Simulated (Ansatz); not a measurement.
# CH3B, SMILES B[CH]: vertical spin-state energies

Computed with Ansatz 0.2.0, Python API.

Run as a notebook:

**Cell 1**
```python
import ansatz as az
from ase import Atoms
```

**Cell 2**
```python
atoms = Atoms(["B", "C", "H", "H", "H"], positions=[
    (-0.5119, -0.0007, 0.0636),
    (0.9797, -0.4768, 0.3093),
    (-1.3142, -0.7629, -0.3492),
    (-0.8222, 1.1153, 0.2949),
    (1.6686, 0.125, -0.3185),
])
mol = az.Crystal.molecule_from_ase(atoms)
```

**Cell 3**
```python
calc = (
    mol.calculation()
    .basis(gaussian="def2-SVP")
    .functional("hf")
)
found = {}
for unpaired in [0, 2, 4]:
    summary = calc.spin("collinear", total=unpaired).run(threads=1).report
    s = unpaired / 2
    found[unpaired] = summary["free_energy_ev"]
    print(f"2S+1 = {unpaired + 1}: E = {found[unpaired]:.5f} eV, <S^2> = {abs(summary['mean_field']['state']['spin_squared']):.3f} (pure state {s * (s + 1):.2f})")
lowest = min(found, key=found.get)
for unpaired, e in found.items():
    print(f"multiplicity {unpaired + 1}: {23.060548 * (e - found[lowest]):.1f} kcal/mol above the lowest")
```
Output:
```text
2S+1 = 1: E = -1744.55477 eV, <S^2> = 0.728 (pure state 0.00)
2S+1 = 3: E = -1744.88874 eV, <S^2> = 2.019 (pure state 2.00)
2S+1 = 5: E = -1739.03333 eV, <S^2> = 6.023 (pure state 6.00)
multiplicity 1: 7.7 kcal/mol above the lowest
multiplicity 3: 0.0 kcal/mol above the lowest
multiplicity 5: 135.0 kcal/mol above the lowest
```

In order: multiplicity 3 (+0.00 eV), multiplicity 1 (+0.33 eV) and multiplicity 5 (+5.86 eV), all at the one geometry.

These settings explore the input space; basis and method may be short of convergence. The geometry is a force-field or estimated start, not a minimum of this method, and the basis set is short of its limit. All parts are taken at fixed geometry, without zero-point energy. The species is open-shell (spin multiplicity 3). The expectation value of S² is noticeably off S(S+1) in at least one run, so that state is spin-contaminated. Hartree-Fock leaves correlation out, so it favours high-spin states too much. The whole script took 1.6 s on 1 thread of Arm Neoverse V1, on a shared host, peak memory 0.15 GiB.
